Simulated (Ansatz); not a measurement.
# BHO (singlet): the correlation ladder at distance B1–H3 = 1.039 Å, 6-31G

One table from this session's results is given with a row withheld; the runs are named, their logs left out.

The runs use Ansatz 0.2.0, Gaussian basis; 6-31G, core rule «outside noble gas», up to 2 orbitals frozen.

To be run: UHF; CCSD(T) on RHF; BCCD(T) on RHF; CISD; CCSDT(Q) on RHF; CISDTQ; CCSDTQ on RHF; CASSCF and MRCISD+Q, 2 electrons in 2 orbitals; CASSCF and NEVPT2, 2 electrons in 2 orbitals; Full CI.

27 further runs of the same task are left out: 4 for a known fault of the program, 2 for a mislabelled method, 16 that didn't finish, 5 set aside as unsound or not needed.

### The system

The geometry derives from a PBE0/def2-TZVP stationary point (not a proven minimum). One bond is set to the value named and the two fragments are kept rigid.

3 atoms, charge 0, spin multiplicity 1.

Atoms are counted from 1 here; the program's logs count them from 0.

Bond lengths: B1–O2 1.198 Å, B1–H3 1.039 Å. Angles: O2–B1–H3 180.0°.

The first run:

in.yaml

```yaml
crystal:
  periodic: [false, false, false]
  atoms:
    - {symbol: B, position_ang: [0.000000, 0.000000, 0.052987]}
    - {symbol: O, position_ang: [0.000000, 0.000000, -1.144974]}
    - {symbol: H, position_ang: [0.000000, 0.000000, 1.091987]}
basis:
  gaussian: {orbitals: 6-31G}
magnetization: {spin_polarized: true, initial_magnetization: 0}
hamiltonian: {xc: hf}
output: {orbitals: {seedname: orbitals}}
```

On the command line:

```console
ansatz run in.yaml --threads 1 --pin off --events-out ev --progress --plain --max-ram 2393MiB
```

Steps of the session up to this table: UHF; CCSD(T) on RHF; BCCD(T) on RHF; CISD; CCSDT(Q) on RHF; CISDTQ; CCSDTQ on RHF; CASSCF and MRCISD+Q, 2 electrons in 2 orbitals; CASSCF and NEVPT2, 2 electrons in 2 orbitals; Full CI.

One of the session's tables, all rows but one given; the rest of the session is left out.

```
       method  from FCI (meV)
          RHF         +5406.4
         RMP2          +210.0
         CISD          +512.1
        RCCSD          +208.1
     RCCSD(T)           +30.8
      BCCD(T)           +28.0
       RCCSDT               ?
       CISDTQ           +29.8
    RCCSDT(Q)            -3.8
      RCCSDTQ            +0.2
  CASSCF pair         +4771.7
  NEVPT2 pair          +204.7
  MRCISD pair          +411.7
MRCISD+Q pair          +110.7
          FCI               0
```

Estimate the missing values for RCCSDT.

The run gave: from FCI (meV): +15.3. In the column «from FCI (meV)» it lies between RCCSDTQ (+0.2) and BCCD(T) (+28.0).

Caveats from the session: RCCSDT(Q) falls below full CI, which methods that aren't variational can do.
